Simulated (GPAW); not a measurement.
# CH5B (SMILES BC): BP86/real-space grid (scalar-relativistic datasets)

Wanted: the charge distribution of CH5B. The job is set up through an ASE script.

The calculation is run with GPAW 26.7.0.

5 further runs of the same task are left out: 5 set aside as unsound or not needed. Runs told in other sessions of the task aren't counted.

**1. The structure to begin with**

CH5B: 7 atoms, total charge 0, spin state singlet. As SMILES, `BC`. All atoms were displaced at random from a relaxed shape.

Bond lengths: B1–C2 1.564 Å, B1–H3 1.121 Å, B1–H4 1.319 Å, C2–H5 0.989 Å, C2–H6 1.100 Å. Angles: B1–C2–H5 118.8°, B1–C2–H6 118.8°, C2–B1–H3 109.5°, C2–B1–H4 122.3°, H5–C2–H6 111.6°, H3–B1–H4 127.5°. A long bond or contact: C2–H7 1.397 Å.

**2. Energy and one-electron properties at BP86/real-space grid (scalar-relativistic datasets)**

Contents of ch5b.py:

```python
import numpy as np
from ase import Atoms
from ase.dft.wannier import Wannier
from ase.units import Bohr, Debye
from gpaw import GPAW, setup_paths
from gpaw.atom.configurations import parameters
from gpaw.atom.generator import Generator

# Structure
positions_bohr = np.array(
              [[ -0.505460,  -1.575850,   0.040937],
               [  0.621359,   1.154691,  -0.028319],
               [  0.870737,  -2.885139,   0.977117],
               [ -2.596435,  -2.184295,  -1.170209],
               [  0.736124,   2.123483,   1.566598],
               [  2.241707,   1.537260,  -1.273220],
               [ -1.145303,   2.761481,  -1.153678]])
system = Atoms("BCHHHHH", positions=positions_bohr * Bohr)
system.center(vacuum=4.0)

# PAW datasets for this functional
for symbol in ["B", "C", "H"]:
    Generator(symbol, xcname="GGA_X_B88+GGA_C_P86", scalarrel=True, nofiles=True, txt=None).run(**parameters[symbol])
setup_paths.insert(0, ".")

# DFT calculator
calc = GPAW(mode="fd",
            h=0.2,
            xc="GGA_X_B88+GGA_C_P86",
            eigensolver="davidson",
            maxiter=100,
            symmetry="off",
            txt="-")
system.calc = calc

energy = system.get_potential_energy()
print(f"Energy = {energy:.5f} eV")
forces = system.get_forces()
print("Forces (eV/Ang)")
for symbol, f in zip(system.symbols, forces):
    print(f'{symbol:2} {f[0]:9.4f} {f[1]:9.4f} {f[2]:9.4f}')
dipole = system.get_dipole_moment() / Debye
print(f"Dipole = {np.linalg.norm(dipole):.3f} D")

wan = Wannier(6, calc, initialwannier="bloch")
wan.localize()
centres = wan.get_centers()
radii_w = wan.get_radii()
for c, r in zip(centres, radii_w):
    print(f'centre {c[0]:8.3f} {c[1]:8.3f} {c[2]:8.3f}  radius {r:6.3f}')
```

Command:

```bash
$ python ch5b.py
```

What values should one expect? Wanted: energy as printed; dipole moment; HOMO energy; LUMO energy; HOMO–LUMO gap.

**Answer.** As computed:

Level: BP86/real-space grid (scalar-relativistic datasets).

| quantity | value |
| --- | --- |
| energy as printed (from the program's reference atoms) | -31.0386 eV |
| dipole moment | 0.65 D |
| HOMO energy | -7.17 eV |
| LUMO energy | -2.68 eV |
| HOMO–LUMO gap | 4.49 eV |
